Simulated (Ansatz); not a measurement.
Relaxation of AlBH5N (8 atoms, charge 0, multiplicity 1), to a largest force component of 0.02 eV/Å in at most 50 steps.

Computed with RKS B3LYP-D4/def2-SVP (Ansatz 0.2.0).

```xyz
8
Properties=species:S:1:pos:R:3:forces:R:3
B -0.680 0.785 -0.702 -1.50 -3.34 -1.65
N 0.184 0.803 0.500 0.29 3.00 -0.04
Al 0.948 -0.930 0.579 0.22 -1.51 -2.13
H 0.615 1.635 0.048 0.94 0.06 2.32
H -0.607 1.679 -1.537 0.13 0.41 0.77
H -0.420 0.929 1.343 0.54 0.71 -0.52
H 2.163 -1.288 -0.446 -0.16 0.65 0.54
H 0.088 -2.148 0.990 -0.46 0.03 0.71
```

Problem. Where does it end, and by what steps?

Solution. It converged. The force dipped under the threshold on the way, but the program's further checks kept it going. After 26 steps the energy has fallen by 4.138 eV; H7 moved furthest, 1.53 Å. Parted: N2–Al3. Joined: B1–Al3.

| step | energy less start (eV) | largest force component (eV/Å) | accepted |
| --- | --- | --- | --- |
| 0 | 0.0000 | 3.345 | yes |
| 1 | -1.4749 | 1.992 | yes |
| 2 | -2.2829 | 1.222 | yes |
| 3 | -2.7378 | 1.622 | yes |
| 4 | -2.9381 | 0.718 | yes |
| 5 | -3.0466 | 0.886 | yes |
| 6 | -3.1840 | 1.113 | yes |
| 7 | -3.3112 | 1.988 | yes |
| 8 | -3.5196 | 2.360 | yes |
| 9 | -3.7263 | 1.492 | yes |
| 10 | -3.8747 | 1.038 | yes |
| 11 | -3.9863 | 0.722 | yes |
| 12 | -4.0703 | 0.815 | yes |
| 13 | -4.1180 | 0.316 | yes |
| 14 | -4.1162 | 0.435 | no |
| 15 | -4.1287 | 0.100 | yes |
| 16 | -4.1338 | 0.049 | yes |
| 17 | -4.1347 | 0.078 | yes |
| 18 | -4.1352 | 0.054 | yes |
| 19 | -4.1365 | 0.058 | yes |
| 20 | -4.1361 | 0.101 | no |
| 21 | -4.1306 | 0.241 | no |
| 22 | -4.1372 | 0.027 | yes |
| 23 | -4.1379 | 0.063 | yes |
| 24 | -4.1381 | 0.033 | yes |
| 25 | -4.1382 | 0.004 | yes |
| 26 | -4.1383 | 0.009 | yes |

```xyz
8
Properties=species:S:1:pos:R:3
B 0.214 0.711 -0.445
N -0.232 1.474 0.634
Al 0.814 -1.320 -0.123
H -0.529 2.442 0.549
H 0.231 1.272 -1.520
H -0.295 1.127 1.586
H 1.360 -2.298 -1.259
H 0.727 -1.944 1.351
```

Run time: 51 s on 1 thread of Arm Neoverse V2, with other jobs on the host, peak memory 0.14 GiB.
